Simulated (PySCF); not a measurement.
N2, SMILES N#N.

The structure is a stationary point at PBE0-D3(BJ)/def2-TZVPD.

Two levels are set side by side: PBE/def2-TZVPD (PySCF) and ωB97X/def2-TZVPD (PySCF). Same geometry, gas phase. Differences are taken from unrounded values.

```
quantity                        PBE
---------------------------  ------
orbital gap (eV)               8.44
highest occupied level (eV)  -10.26
lowest empty level (eV)       -1.81
mean polarisability (bohr³)    11.9
```

Q: These are the PBE values. What does ωB97X give? (An estimate is asked for; the answer gives what the named calculation found.)

A: 
| quantity | ωB97X | PBE minus ωB97X |
|---|---|---|
| orbital gap (eV) | 16.92 | -8.47 |
| highest occupied level (eV) | -14.88 | 4.62 |
| lowest empty level (eV) | 2.03 | -3.85 |
| mean polarisability (bohr³) | 11.8 | 0.1 |

PBE's occupied levels lie high since its potential decays too fast outside the molecule; exact exchange lowers them and widens the gap. Differences between two approximate levels are no errors against the true value.

Rough cost on one machine, each run with all the roots and properties that it gave: ωB97X against PBE within a factor of 2.
